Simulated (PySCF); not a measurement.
## Electronic absorption of C5H9P

C5H9P.
Numbering: `[CH3:1][CH2:2][CH2:3][CH2:4][C:5]#[P:6]` (hydrogens: H7, H8, H9 on C1; H10, H11 on C2; H12, H13 on C3; H14, H15 on C4)

Geometry (GFN2-xTB, Å), atoms numbered from 1 in this order:
```
atom  x, y, z in Å
C1    -2.0418   -0.5693    0.1401
C2    -0.5838   -0.5591   -0.3009
C3     0.0969    0.7682    0.0212
C4     1.5744    0.7704   -0.3983
C5     2.3434   -0.1958    0.3474
P6     3.1382   -1.2357    1.1814
H7    -2.1163   -0.4103    1.2137
H8    -2.6002    0.2186   -0.3616
H9    -2.5054   -1.5236   -0.0981
H10   -0.5285   -0.7416   -1.3770
H11   -0.0449   -1.3668    0.2005
H12    0.0297    0.9600    1.0947
H13   -0.4170    1.5800   -0.4992
H14    2.0000    1.7673   -0.2342
H15    1.6509    0.5455   -1.4685
```

Computed with PySCF, TDDFT B3LYP/def2-SVPD, vertical, gas phase, core orbitals frozen in the response.

What does the calculation give for the low-lying excited states?

```tsv
state	E (eV)	E (kJ/mol)	λ (nm)	f	main configurations (H = HOMO, L = LUMO)
S1	4.39	423	282.7	0.0000	H→L (44%), H-1→L+1 (25%), H-1→L (16%)
S2	4.66	449	266.2	0.0011	H-1→L (43%), H→L+1 (38%), H-1→L+1 (10%)
S3	4.66	450	266.0	0.0004	H-1→L+1 (48%), H→L (32%), H→L+1 (13%)
S4	6.74	650	184.0	0.018	H→L+2 (90%)
S5	6.76	652	183.4	0.168	H-1→L+2 (76%)
S6	7.04	680	176.0	0.189	H-2→L (38%), H-2→L+1 (9%), H→L+1 (9%)
S7	7.10	685	174.6	0.113	H-2→L (43%), H-2→L+1 (23%)
S8	7.15	690	173.5	0.159	H-2→L+1 (49%), H-4→L+1 (10%)
```

Triplets, Tamm–Dancoff:

```tsv
state	E (eV)	λ (nm)	main configurations (H = HOMO, L = LUMO)
T1	3.38	367.2	H→L+1 (36%), H-1→L (31%), H→L (16%)
T2	3.77	328.6	H→L (49%), H-1→L+1 (44%)
T3	3.78	328.4	H-1→L (48%), H→L+1 (45%)
```

The lowest singlet lies at 4.39 eV (283 nm, ultraviolet) and is dark (f under 0.0005); its leading configuration is HOMO→LUMO (44%). The strongest level in the table is S6 at 7.04 eV (176 nm, f = 0.189). S2/S3 lie within about 0.01 eV of each other. Löwdin shares by element: HOMO carbon 50% or more, phosphorus 41%; LUMO phosphorus 51%, carbon 40% or more. The listed states span 2.76 eV, and the widest gap between neighbours is 2.08 eV (S3 to S4). Of the 8 states listed, 5 reach f = 0.01 and 2 stay under 0.0005. Weighted by f, the mean energy of these states is 6.99 eV. Singlets were solved by full linear response, triplets in the Tamm–Dancoff approximation.

One conformer stands for the species.
